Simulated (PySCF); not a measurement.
Compound: acrylic acid, C3H4O2.
Atom-mapped SMILES: `[CH2:1]=[CH:2][C:3](=[O:4])[OH:5]` (hydrogens: H6, H7 on C1; H8 on C2; H9 on O5)

Theory: PySCF 2.14.0, density-fitted response routines, TDDFT CAM-B3LYP/aug-cc-pVTZ, vertical, gas phase, core orbitals frozen in the response. Isolated species at its PBE0-D3(BJ)/def2-TZVP geometry (one conformer only). Torsions of this conformer, `[CH2:1]=[CH:2][C:3](=[O:4])[OH:5]`: C1–C2–C3–O4 -2°, H–O5–C3–C2 180°.

Frontier orbitals with the atoms that hold most of them (Löwdin shares over 4%, at most four atoms; ? is withheld):

| orbital | ε (eV) | atoms |
| --- | --- | --- |
| LUMO+2 | 0.45 | H9 35%, H6 35%, C1 8%, H7 6% |
| LUMO+1 | 0.23 | H9 37%, H8 24%, H6 18%, H7 10% |
| LUMO | ? | ? |
| HOMO | -9.79 | ? |
| HOMO-1 | -9.82 | O4 32%, C2 24%, C1 21%, C3 10% |
| HOMO-2 | -11.03 | O5 44%, O4 29%, C3 14%, H9 5% |
| HOMO-3 | -12.37 | C1 26%, C2 18%, O4 14%, H7 9% |

(1) Which atoms hold the HOMO, and with what shares?

(2) Give the leading atoms of the LUMO.

(3) What is the LUMO energy, and the HOMO–LUMO gap?

Answers

(1) O4 (bonded to C) 44%; C2 (bonded to 2 C and H) 17%; C1 (bonded to C and 2 H) 13%; C3 (bonded to C and 2 O) 12%. By element: oxygen 44% or more, carbon 42%.

(2) C1 (bonded to C and 2 H) 30%; C2 (bonded to 2 C and H) 20%; C3 (bonded to C and 2 O) 17%; O4 (bonded to C) 12%. By element: carbon 67%, oxygen 12% or more.

(3) ε(LUMO) = -0.48 eV; the gap is 9.30 eV (0.3419 hartree).

Q: The HOMO–LUMO gap is 9.30 eV. Where does the response calculation put the lowest singlet, and from which orbitals?

A: S1 is at 5.09 eV (f = 0.0000), 4.21 eV below the gap, made of HOMO→LUMO (59%), HOMO-1→LUMO (33%). 

Next come S2 at 6.41 eV (f 0.280), HOMO-1→LUMO (61%), HOMO→LUMO (34%); S3 at 7.26 eV (f 0.021), HOMO-2→LUMO (37%), HOMO→LUMO+1 (26%), HOMO-1→LUMO+1 (12%); S4 at 7.49 eV (f 0.040), HOMO-1→LUMO+1 (43%), HOMO→LUMO+1 (30%), HOMO-1→LUMO+2 (9%); S5 at 7.57 eV (f 0.173), HOMO-2→LUMO (56%), HOMO→LUMO+1 (17%), HOMO-1→LUMO+1 (17%).

Löwdin shares depend on the basis, the more so with diffuse functions.

Time: 47 s; peak memory 1.2 GiB. Hardware: an Arm Neoverse V2 with one thread, shared host with 96 logical CPUs at a one-minute load of 30.
